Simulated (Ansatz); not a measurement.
A calculation with Ansatz (development build ahead of 0.2.0).

```yaml
crystal:
  periodic: [false, false, false]
  atoms:
    - { symbol: C, position_ang: [0.0, 0.0, 0.0] }
    - { symbol: H, position_ang: [0.0, 0.891, 0.378] }
    - { symbol: H, position_ang: [0.0, -0.99, 0.42] }
basis:
  gaussian: { orbitals: STO-3G }
magnetization:
  initial_magnetization: 2
hamiltonian:
  xc: hf
correlation:
  method: ccsd_t
  frozen_orbitals: { C: 1, H: 0 }
```

The input is written out in the form of the current development build from the run's settings. Correlation on restricted open-shell orbitals is semicanonical, with singles.

The run gave:

```
Converged                       : yes
Reference energy                : -38.41594 hartree
CCSD correlation energy         : -0.03925 hartree
Triples correction              : -0.00008 hartree
Total energy                    : -38.45527 hartree
Spin squared of the determinant : 2.000
```
